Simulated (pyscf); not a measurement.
Thermochemistry of product channels of `[CH2]=[C]=[CH2]` + `[ClH]` on the singlet surface, in eV, from ωB97M-D3(BJ)/def2-TZVP energies (ideal gas, 1 atm, RRHO with modes under 100 cm⁻¹ raised to 100, one conformer, R ln 2 for rigid chiral ones). Structures and frequencies: ωB97X-D3(BJ)/def2-SVP in PySCF.

```tsv
products	ΔE	ΔH(298 K)	ΔG(298 K)	ΔG(600 K)
`[CH]#[C][CH2][Cl]` + `[H][H]`	+1.05	+0.96	+0.99	+1.01
`[CH2]=[C]=[CH][Cl]` + `[H][H]`	+0.94	+0.83	+0.86	+0.88
`[CH2]=[C]([CH3])[Cl]`	-1.38	-1.20	-0.78	-0.34
`[CH3][Cl]` + `[C]=[CH2]` [singlet]	+2.32	+2.31	+2.22	+2.14
`[CH2]` [singlet] + `[CH2]=[CH][Cl]`	+3.75	+3.68	+3.61	+3.54
```

The channel to H₂C=C(CH₃)–Cl turns unfavourable between 298 and 1200 K (ΔG from -0.78 eV to +0.51 eV).

These are energies of the channels, which say nothing of barriers. :C=CH₂ [singlet] lies 1.80 eV over its isomer HC≡CH, and others may lie lower still (electronic energy, ωB97M-D3(BJ)). CH₂ [singlet] is an excited spin state, 0.39 eV over the triplet at ωB97X-D3(BJ). A restricted singlet here is unstable towards spin polarisation, as is usual where a triplet lies low; its energy is less safe.
